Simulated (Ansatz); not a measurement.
We consider rutile SnO2, described by G0W0@HSE06 in Ansatz (plane waves, hard PAW, contour deformation).

The same calculation (at the measured cell, 11.918 Å³/atom) with different numerical settings; throughout: k mesh 2×2×2:

```json
[
 {"run": "1", "response cutoff (eV)": "100", "empty bands": "298", "quasiparticle gap on the mesh (eV)": "3.447", "quasiparticle gap at Γ (eV)": "3.447", "rough time": "10 core-min"},
 {"run": "2", "response cutoff (eV)": "150", "empty bands": "548", "quasiparticle gap on the mesh (eV)": "3.589", "quasiparticle gap at Γ (eV)": "3.589", "rough time": "30 core-min"},
 {"run": "3", "response cutoff (eV)": "200", "empty bands": "844", "quasiparticle gap on the mesh (eV)": "3.663", "quasiparticle gap at Γ (eV)": "3.663", "rough time": "50 core-min"},
 {"run": "4", "response cutoff (eV)": "250", "empty bands": "1179", "quasiparticle gap on the mesh (eV)": "3.706", "quasiparticle gap at Γ (eV)": "3.706", "rough time": "80 core-min"},
 {"run": "5", "response cutoff (eV)": "300", "empty bands": "1550", "quasiparticle gap on the mesh (eV)": "(withheld)", "quasiparticle gap at Γ (eV)": "(withheld)", "rough time": "100 core-min"}
]
```

Question: What belongs in the gaps?

Answer: 
- 5, quasiparticle gap on the mesh (eV): 3.734
- 5, quasiparticle gap at Γ (eV): 3.734

In the column quasiparticle gap on the mesh (eV) the first row differs from the last by -0.287 and the next to last by -0.028.

The last row is no converged limit: other settings stay fixed.

Spin–orbit coupling is not included.

Note: filled d or f shells below the valence bands can shift G0W0 gaps through exchange with them, which wasn't tested here. Note: GW on a hybrid start was not checked against another program.

Ansatz is a program for electronic structure.
